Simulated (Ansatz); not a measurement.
Abridged output of a molecular run in Ansatz:

```
Functional definition: HF
1641 factors; integrals over basis functions are off by at most 9.6e-4 eV
mean field evaluation 1: about -8184.1689 eV, gradient 4.6e1 eV
mean field evaluation 2: about -8184.5076 eV, gradient 4.6e1 eV
mean field evaluation 4: about -8189.2494 eV, gradient 5.7e0 eV
mean field evaluation 8: about -8189.3625 eV, gradient 6.0e-1 eV
mean field evaluation 16: about -8189.3653 eV, gradient 6.6e-6 eV
mean field -8189.36530053 eV, -300.9536238435 hartree, gradient 6.6e-6 eV, S^2 0.000000; 0 other end points of the search recorded, 0 dependent functions left out
6 core orbitals not correlated: weight in the atoms' cores, before any rotation towards them, 1.000 or more for the frozen orbitals, at most 0.000 for the correlated occupied ones
reference -8189.36530053 eV, -300.9536238435 hartree; 17, 17 occupied and 247, 247 virtual orbitals, 1641 factors
second order -30.63536964 eV of doubles, -0.00000000 eV of singles
cycle   1  -30.36569688 eV  change    2.7e-1 eV  update   1.3e-1
cycle   2  -31.15974434 eV  change   -7.9e-1 eV  update   4.1e-2
cycle   3  -31.36421005 eV  change   -2.0e-1 eV  update   2.2e-2
cycle   4  -31.34179777 eV  change    2.2e-2 eV  update   6.0e-3
cycle   5  -31.33929349 eV  change    2.5e-3 eV  update   2.8e-3
cycle   6  -31.34095721 eV  change   -1.7e-3 eV  update   9.2e-4
cycle   7  -31.34043261 eV  change    5.2e-4 eV  update   3.5e-4
cycle   8  -31.34021212 eV  change    2.2e-4 eV  update   1.1e-4
cycle   9  -31.34026957 eV  change   -5.7e-5 eV  update   5.3e-5
cycle  10  -31.34028074 eV  change   -1.1e-5 eV  update   1.9e-5
perturbative correction -1.42569292 eV, -0.0523932485 hartree
Total energy: -8222.13127420 eV, -302.1577511661 hartree
```

Its atoms:

```xyz
12

N     1.241    0.760    0.795
C    -0.077    0.893    1.089
N    -1.090    0.580    0.377
C    -0.814    0.015   -0.935
C    -0.338   -1.399   -0.738
O     0.825   -1.720   -0.758
H     1.908    0.964    1.517
H     1.530    0.093    0.094
H    -0.276    1.370    2.050
H    -1.742    0.017   -1.512
H    -0.047    0.572   -1.490
H    -1.120   -2.144   -0.489
```

Which basis set was used?
A. def2-TZVPP
B. def2-TZVPPD
C. cc-pV(D+d)Z
D. def2-QZVPP

A. It gives 270 functions.

Write the keys of the input that set method, charge and spin (a neutral closed shell needs none for the last two).


```yaml
correlation: {method: ccsd_t}
```
